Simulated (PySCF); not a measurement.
## Reading a saddle point

A first-order saddle point of SiH$_{4}$ClF, singlet, PBE0-D4/def2-TZVP, with one imaginary mode of 1138i cm⁻¹:

```
7
angstrom
Si -0.3626 -0.0594 0.2315
H 1.0800 -0.8755 -0.0819
H -0.4664 -0.9769 1.3979
H -1.4641 -0.4104 -0.6808
Cl -0.4592 1.7497 1.1832
H 1.1109 -0.1804 -0.7935
F 0.5613 0.7528 -1.2562
```

PySCF 2.14 with density fitting (its default auxiliary sets; JK sets also for MP2 and CCSD(T)); basis: def2-TZVPP and def2-QZVPP; cores frozen in the correlated methods. Extrapolation: Hartree–Fock as exp(−7.88 √X), correlation as X^−2.97.

Question: Which contacts change along the imaginary mode, and what lies on either side? (A judgement: the text doesn't fix the answer.)

Answer: Computed: The step is SiH₃Cl ([SiH3][Cl]) + HF → SiH₂ClF ([F][SiH2][Cl]) + H₂, with the molecules in contact on both sides. Shortening one way: Si1–F7, H2–H6; lengthening the same way: Si1–H2, H6–F7.
```tsv
pair	one side (Å)	saddle (Å)	other side (Å)
Si1–F7	3.49	1.93	1.59
H2–H6	3.22	1.00	0.75
Si1–H2	1.48	1.69	4.00
H6–F7	0.93	1.18	2.83
```

Question: Which side is lower, and how far does the saddle lie above each? (An estimate is asked for; the value comes from the calculation.)

Answer: Computed: The side with Si1–F7, H2–H6 short is lower by 25.51 kcal/mol; the saddle lies 63.37 kcal/mol above it and 37.86 kcal/mol above the other (CCSD(T) at an estimated basis limit (MP2 extrapolated from triple and quadruple zeta, plus CCSD(T) − MP2 in triple zeta); electronic energies).

The T1 diagnostic stays at or below 0.012.

Labels in which every atom is bracketed show which atoms are joined, not bond orders.

For scale, one of the runs: CCSD(T)/def2-TZVPP, 171 basis functions, launched by `OMP_NUM_THREADS=4 python run.py`. The run took 3.1 min on 4 CPU threads of an Arm Neoverse V1 (shared host), with 1.5 GiB of host memory at its peak.
